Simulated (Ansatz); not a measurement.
# AlSi (sextet): from Hartree-Fock to the top rungs, def2-TZVPP

One table from this session's results is given with a row withheld; the runs are named, their logs left out.

Program: Ansatz 0.2.0, Gaussian basis. Level of theory: def2-TZVPP, core rule «outside noble gas», up to 10 orbitals frozen. These are calculated values, not measurements.

Plan: UHF; ROHF; CCSD(T) on UHF.

## The geometry

The geometry is a PBE0/def2-TZVP stationary point (not a proven minimum) of the parent state, kept for this charge and spin.

2 atoms, charge 0, spin multiplicity 6.

Atoms are counted from 1 here; the program's logs count them from 0.

Bond lengths: Si1–Al2 2.416 Å.

Geometry (Å):

```csv
atom,x (Å),y (Å),z (Å)
Si1,0.0000,0.0000,0.0000
Al2,0.0000,0.0000,2.4162
```

The first run:

Input file in.yaml:

```yaml
crystal:
  periodic: [false, false, false]
  atoms:
    - {symbol: Si, position_ang: [0.000000, 0.000000, 0.000000]}
    - {symbol: Al, position_ang: [0.000000, 0.000000, 2.416200]}
basis:
  gaussian: {orbitals: def2-TZVPP}
magnetization: {spin_polarized: true, initial_magnetization: 5}
hamiltonian: {xc: hf}
output: {orbitals: {seedname: orbitals}}
```

The run is started by

```bash
$ ansatz run in.yaml --threads 1 --pin off --events-out ev --progress --plain --max-ram 3968MiB --backend cpu
```

Among the steps run: UHF; ROHF; CCSD(T) on UHF.

One table of the session follows, with a row left open; its other results are not shown here.

| method | from UCCSD(T) (meV) |
| --- | --- |
| ROHF | +3099.0 |
| UHF | +3068.8 |
| UMP2 | ? |
| UCCSD | +163.9 |
| UCCSD(T) | 0 |

Estimate the missing values for UMP2.

The run gave: from UCCSD(T) (meV): +747.9. In the column «from UCCSD(T) (meV)» it lies between UCCSD (+163.9) and UHF (+3068.8).
